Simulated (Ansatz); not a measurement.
in.yaml

```yaml
crystal:
  periodic: [false, false, false]
  atoms:
    - {symbol: Ga, position_ang: [0.000000, 0.000000, 0.000000]}
    - {symbol: H, position_ang: [0.000000, 0.000000, 1.298000]}
basis:
  gaussian: {orbitals: cc-pVQZ}
magnetization: {spin_polarized: false, initial_magnetization: 2}
correlation: {method: ccsdt_q, electrons: outside_noble_gas}
```

```sh
$ ansatz run in.yaml --threads 1 --pin off --events-out ev --progress --plain --max-ram 2393MiB
```

Log:

```
1110 factors; integrals over basis functions are off by at most 1.5e-7 eV
mean field evaluation 1: about -52347.2315 eV, gradient 7.6e0 eV
mean field evaluation 2: about -52347.2410 eV, gradient 7.6e0 eV
mean field evaluation 4: about -52348.0375 eV, gradient 2.0e0 eV
mean field evaluation 8: about -52348.0844 eV, gradient 5.2e-1 eV
mean field evaluation 16: about -52348.0903 eV, gradient 2.9e-6 eV
mean field evaluation 32: about -52348.0903 eV, gradient 1.1e-4 eV
mean field evaluation 64: about -52348.0903 eV, gradient 2.3e-2 eV
mean field -52348.09028373 eV, -1923.7568351172 hartree, gradient 2.9e-6 eV, S^2 2.000000; 2 other end points of the search recorded, 0 dependent functions left out
14 core orbitals not correlated: weight in the atoms' cores, before any rotation towards them, 0.995 or more for the frozen orbitals, at most 0.004 for the correlated occupied ones
reference -52348.09028373 eV, -1923.7568351172 hartree; 3, 1 occupied and 81, 83 virtual orbitals, 1110 factors
second order -1.18627085 eV of doubles, -0.01858066 eV of singles
cycle   1  -1.40046367 eV  change   -2.0e-1 eV  update   4.4e-2
cycle   2  -1.54752509 eV  change   -1.5e-1 eV  update   2.3e-2
cycle   3  -1.55089993 eV  change   -3.4e-3 eV  update   9.1e-3
cycle   4  -1.55599393 eV  change   -5.1e-3 eV  update   4.0e-3
cycle   5  -1.55660300 eV  change   -6.1e-4 eV  update   1.2e-3
cycle   6  -1.55613150 eV  change    4.7e-4 eV  update   3.6e-4
cycle   7  -1.55627744 eV  change   -1.5e-4 eV  update   1.2e-4
cycle   8  -1.55635119 eV  change   -7.4e-5 eV  update   3.7e-5
cycle   9  -1.55634164 eV  change    9.6e-6 eV  update   1.3e-5
cycle  10  -1.55633725 eV  change    4.4e-6 eV  update   4.7e-6
cycle  11  -1.55633702 eV  change    2.3e-7 eV  update   1.5e-6
cycle  12  -1.55633756 eV  change   -5.4e-7 eV  update   4.2e-7
cycle  13  -1.55633763 eV  change   -6.5e-8 eV  update   1.3e-7
perturbative correction -0.00038820 eV, -0.0000142660 hartree
Total energy: -52349.64700956 eV, -1923.8140437360 hartree
```

For the same geometry and basis full CI lies 4.5 meV higher.

Ran on 1 thread of Arm Neoverse V2, shared host: 50 s wall, 1 GiB peak host memory.
